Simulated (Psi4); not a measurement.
# OH (SMILES [OH]): UB3LYP/6-31G(d) (spherical functions)

Aim: the vertical doublet–quartet gap of OH at UB3LYP/6-31G* (spherical functions), from 2 runs. 

Program for the calculation: Psi4 1.11.

**1. Starting point**

The species is OH (2 atoms), meant as a doublet with charge 0. SMILES: `[OH]`. The coordinates come from a PBE0-D4/def2-TZVP relaxation.

Bond lengths: O1–H2 0.973 Å.

**2. Energy and forces at UB3LYP/6-31G(d) (spherical functions)**

File job.inp:

```
memory 2200 MB

molecule molecule1 {
  0 2
  O      0.78589930    -0.25161703     0.40544074
  H     -0.78589930     0.25161703    -0.40544074
  units au
  symmetry c1
  no_reorient
  no_com
}

set basis 6-31G*
set reference uks
set puream true
set e_convergence 1e-09
set d_convergence 1e-08
set scf_type pk
set dft_radial_points 99
set dft_spherical_points 590
set maxiter 100

result, w = gradient("b3lyp", return_wfn=True)
oeprop(w, "DIPOLE", "LOWDIN_CHARGES", "QUADRUPOLE", title="B3LYP")
```

On the command line:

```
$ psi4 -i job.inp -o job.out -n 1
```

job.out, shortened:

```text
[...]
  Running in c1 symmetry.
[...]
  Nuclear repulsion =    4.350574249077810
[...]
  Multiplicity = 2
[...]
  Nalpha       = 5
  Nbeta        = 4
[...]
    Number of basis functions: 16
[...]
   @UKS iter   1:   -75.67799694029277   -3.37387e-01   2.01613e-02 ADIIS/DIIS
[...]
   @UKS iter   9:   -75.72145262989090   -3.15481e-12   9.61966e-09 DIIS
[...]
   @S^2 Observed:                7.519048255E-01
[...]
    Orbital Energies [Eh]
    ---------------------
    Alpha Occupied:
       1A    -19.205363     2A     -1.008873     3A     -0.467068
       4A     -0.403237     5A     -0.328200
    Alpha Virtual:
       6A      0.073431     7A      0.781400     8A      0.816961
       9A      0.865488    10A      0.917520    11A      1.231629
      12A      1.690338    13A      1.738908    14A      1.752441
      15A      1.752829    16A      2.410551
    Beta Occupied:
[...]
  @UKS Final Energy:   -75.72145262989090
   => Energetics <=
    Nuclear Repulsion Energy =              4.3505742490778099
    One-Electron Energy =                -112.6970600021147533
    Two-Electron Energy =                  39.8230818315671868
    DFT Exchange-Correlation Energy =      -7.1980487084211449
    Empirical Dispersion Energy =           0.0000000000000000
    VV10 Nonlocal Energy =                  0.0000000000000000
    Total Energy =                        -75.7214526298909050
[...]
  -Total Gradient:
     Atom            X                  Y                   Z
    ------   -----------------  -----------------  -----------------
       1       -0.008071919815     0.002584341900    -0.004164255068
       2        0.008071997209    -0.002584366679     0.004164294995
[...]
 Multipole Moments:
 ------------------------------------------------------------------------------------
     Multipole            Electronic (a.u.)      Nuclear  (a.u.)        Total (a.u.)
 ------------------------------------------------------------------------------------
 L = 1.  Multiply by 2.5417464519 to convert [e a0] to [Debye]
 Dipole X            :         -6.0926792            5.5012951           -0.5913841
 Dipole Y            :          1.9506594           -1.7613192            0.1893402
 Dipole Z            :         -3.1431767            2.8380852           -0.3050915
 Magnitude           :                                                    0.6918567
 L = 2.  Multiply by 1.3450342976 to convert [e a0^2] to [Debye ang]
 Quadrupole XX       :         -9.7685175            5.5587394           -4.2097781
 Quadrupole XY       :          1.9527704           -1.7797108            0.1730596
[...]
```

Wall time 2.6 s (1 thread of Intel Xeon 6975P-C (Granite Rapids), shared host); peak memory 0.26 GiB.

**3. The quartet**

File input.dat:

```
memory 2.2 GB

molecule mol {
  0 4
  O
  H 1 r2

  r2 = 0.973071
  symmetry c1
  no_reorient
  no_com
}

set {
  reference            uks
  puream               true
  e_convergence        1e-09
  d_convergence        1e-08
  scf_type             pk
  dft_radial_points    99
  dft_spherical_points 590
  maxiter              100
}

e, wfn = gradient('b3lyp/6-31G*', return_wfn=True)
oeprop(wfn, 'QUADRUPOLE', 'MULLIKEN_CHARGES', 'DIPOLE', title='B3LYP')
print_variables()
```

On the command line:

```
$ psi4 -n 1 input.dat output.dat
```

output.dat, shortened:

```text
[...]
  Running in c1 symmetry.
[...]
  Nuclear repulsion =    4.350574300703649
[...]
  Multiplicity = 4
[...]
  Nalpha       = 6
  Nbeta        = 3
[...]
    Number of basis functions: 16
[...]
   @UKS iter   1:   -75.40320642777071   -6.25970e-02   7.86536e-03 ADIIS/DIIS
[...]
   @UKS iter   9:   -75.41156894290799    2.84217e-14   8.75882e-10 DIIS
[...]
   @S^2 Observed:                3.752235974E+00
[...]
  @UKS Final Energy:   -75.41156894290799
   => Energetics <=
    Nuclear Repulsion Energy =              4.3505743007036486
    One-Electron Energy =                -110.9832646816576158
    Two-Electron Energy =                  38.3612492514308627
    DFT Exchange-Correlation Energy =      -7.1401278133849093
    Empirical Dispersion Energy =           0.0000000000000000
    VV10 Nonlocal Energy =                  0.0000000000000000
    Total Energy =                        -75.4115689429080049
[...]
  -Total Gradient:
     Atom            X                  Y                   Z
    ------   -----------------  -----------------  -----------------
       1        0.000000000000    -0.000000000000     0.243497584408
       2        0.000000000000     0.000000000000    -0.243497638673
[...]
 Multipole Moments:
 ------------------------------------------------------------------------------------
     Multipole            Electronic (a.u.)      Nuclear  (a.u.)        Total (a.u.)
 ------------------------------------------------------------------------------------
 L = 1.  Multiply by 2.5417464519 to convert [e a0] to [Debye]
 Dipole X            :         -0.0000000            0.0000000           -0.0000000
 Dipole Y            :          0.0000000            0.0000000            0.0000000
 Dipole Z            :         -1.8898700            0.8578758           -1.0319942
 Magnitude           :                                                    1.0319942
 L = 2.  Multiply by 1.3450342976 to convert [e a0^2] to [Debye ang]
 Quadrupole XX       :         -4.6907338            0.0000000           -4.6907338
 Quadrupole XY       :          0.0000000            0.0000000            0.0000000
[...]
```

Wall time 2.7 s (1 thread of Intel Xeon 6975P-C (Granite Rapids), shared host); peak memory 0.26 GiB.

**4. Results**

At UB3LYP/6-31G* (spherical functions):

| quantity | value |
| --- | --- |
| doublet: total energy | -75.72145 Eh |
| doublet: dipole moment | 1.76 D |
| doublet: HOMO energy (highest over α and β) | -8.20 eV |
| doublet: LUMO energy (lowest over α and β) | -4.16 eV |
| doublet: ⟨S²⟩ | 0.752 |
| doublet: largest force on an atom | 0.486 eV/Å |
| quartet: total energy | -75.41157 Eh |
| quartet: dipole moment | 2.62 D |
| quartet: HOMO energy (highest over α and β) | -0.91 eV |
| quartet: ⟨S²⟩ | 3.752 |
| quartet: largest force on an atom | 12.521 eV/Å |
| vertical energy of the quartet above the doublet | 8.432 eV |

What this shows: At this shape the quartet lies 8.43 eV (194 kcal/mol) above the doublet. The largest force (doublet) is 0.49 eV/Å: the shape isn't a stationary point for this species at this level.
